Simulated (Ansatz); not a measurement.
# C₂H₅ radical (SMILES [CH2]C): single points off equilibrium

An exercise on one series of results from a longer session: the logs are not shown, and one member is left open.

Computed with Ansatz 0.2.0, Gaussian basis. Level: single points in def2-TZVPP.

Cores are frozen in the correlated methods. Orbitals are unrestricted.

### Where the work starts

SMILES `[CH2]C`, 7 atoms, charge 0, spin multiplicity 2.

Atoms are counted from 1 here; the program's logs count them from 0.

Bond lengths: C1–C2 1.524 Å, C1–H3 1.045 Å, C1–H4 1.035 Å, C2–H5 1.138 Å, C2–H6 1.062 Å, C2–H7 1.013 Å. Angles: C2–C1–H3 116.6°, C2–C1–H4 117.8°, H3–C1–H4 123.0°, C1–C2–H5 109.0°, C1–C2–H6 113.6°, C1–C2–H7 108.2°, H5–C2–H6 102.6°, H5–C2–H7 114.2°, H6–C2–H7 109.2°.

Geometry (Å):

```xyz
7
charge 0, multiplicity 2
C    -0.1432   -0.8860    0.0322
C     0.0895    0.6126   -0.1156
H    -1.1339   -1.1970    0.1465
H     0.6661   -1.4767    0.2927
H     1.1673    0.7900   -0.4332
H     0.0267    1.1452    0.8007
H    -0.5996    0.9777   -0.7617
```

Set-up of the first run:

run/in.yaml

```yaml
crystal:
  periodic: [false, false, false]
  atoms:
    - {symbol: C, position_ang: [-0.143200, -0.886000, 0.032200]}
    - {symbol: C, position_ang: [0.089500, 0.612600, -0.115600]}
    - {symbol: H, position_ang: [-1.133900, -1.197000, 0.146500]}
    - {symbol: H, position_ang: [0.666100, -1.476700, 0.292700]}
    - {symbol: H, position_ang: [1.167300, 0.790000, -0.433200]}
    - {symbol: H, position_ang: [0.026700, 1.145200, 0.800700]}
    - {symbol: H, position_ang: [-0.599600, 0.977700, -0.761700]}
basis:
  gaussian: {orbitals: def2-TZVPP}
magnetization: {spin_polarized: true, initial_magnetization: 1}
correlation: {method: ccsd_t}
scf: {omitted_lower_state_checks: [cluster_reference]}
output: {forces: true}
```

The command line of these runs was not kept.

Among the steps run: CCSD(T)/def2-TZVPP; PBE0-D4/def2-TZVPP; wB97M-V/def2-TZVPP; r2SCAN-D4/def2-TZVPP; PBE-D4/def2-TZVPP; r2SCAN0-D4/def2-TZVPP; LC-wPBE/def2-TZVPP.

One table of the session follows, with a row left open; its other results are not shown here.

| method | RMS force component (eV/Å) | angle to CCSD(T) forces (°) | dipole (D) |
| --- | --- | --- | --- |
| CCSD(T) | 1.480 | reference | 0.36 |
| PBE0-D4 | 1.546 | 3.5 | 0.38 |
| wB97M-V | 1.490 | 2.7 | 0.39 |
| r2SCAN-D4 | 1.514 | 2.7 | 0.38 |
| PBE-D4 | ? | ? | ? |
| r2SCAN0-D4 | 1.496 | 4.2 | 0.36 |
| LC-wPBE | 1.553 | 3.3 | 0.38 |

**Question.** Estimate the row for PBE-D4.

The run gave: RMS force component (eV/Å): 1.588; angle to CCSD(T) forces (°): 5.2; dipole (D): 0.42. In the column «RMS force component (eV/Å)» it is the highest.
